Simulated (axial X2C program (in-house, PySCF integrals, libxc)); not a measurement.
## Bond lengths and stretching modes, held linear, of LiCO⁺

Computed with an in-house all-electron X2C program for linear molecules (integrals from PySCF): two-component X2C with atomic mean-field Coulomb and Gaunt terms, Gaussian nuclei, basis Li dyall-v3z, C dyall-v3z, O dyall-av3z with contracted cores. Spin-free rows use the one-electron spin-free X2C Hamiltonian.

Masses Li 7.016, C 12.000, O 15.995 u. States: 2c Ω = 0 (all partner blocks equally filled); spin-free M_S = 0, Λ = 0 (closed shell).

PBE0, 2c: energies above the lowest point

| r(Li–C) (Å) | r(C–O) (Å) | E (meV) |
| --- | --- | --- |
| 2.1119 | 1.0862 | 54.32 |
| 2.1119 | 1.1140 | 4.41 |
| 2.1119 | 1.1419 | 59.48 |
| 2.1660 | 1.0862 | 50.81 |
| 2.1660 | 1.1140 | 0.00 |
| 2.1660 | 1.1419 | 54.17 |
| 2.1660 | 1.1697 | 194.36 |
| 2.2201 | 1.0862 | 55.77 |
| 2.2201 | 1.1140 | 4.06 |
| 2.2201 | 1.1419 | 57.30 |
| 2.2743 | 1.1140 | 14.74 |
| 2.2743 | 1.1697 | 205.37 |

Question: Fit a quadratic surface with cubic terms in each bond: where is the minimum, and what are the two stretching wavenumbers?

Answer: At PBE0, 2c: bonds 2.165 and 1.113 Å; harmonic stretches 372.5 and 2340.3 cm⁻¹; force constants 0.465, 21.9 and coupling -0.10 mdyn/Å.

The other levels and Hamiltonians give:

```tsv
Hamiltonian	level	r(Li–C) (Å)	r(C–O) (Å)	lower stretch (cm⁻¹)	upper stretch (cm⁻¹)
2c	HF	2.207	1.092	355.1	2520.4
2c	PBE	2.168	1.126	370.2	2230.1
2c	MP2	2.192	1.130	361.6	2183.8
spin-free	PBE0	2.165	1.113	372.5	2340.3
spin-free	HF	2.208	1.092	355.1	2520.4
spin-free	PBE	2.168	1.126	370.2	2230.1
spin-free	MP2	2.192	1.130	361.6	2183.8
```

Each state is one determinant, the lowest of a limited PBE0 search; the stretches come from a fit to these few points and carry an uncertainty of a few per cent. Other orders of the atoms were not compared. MP2 freezes inner shells (threshold -2 hartree). The molecule was held linear; bending was not examined, so a bent shape may lie lower.
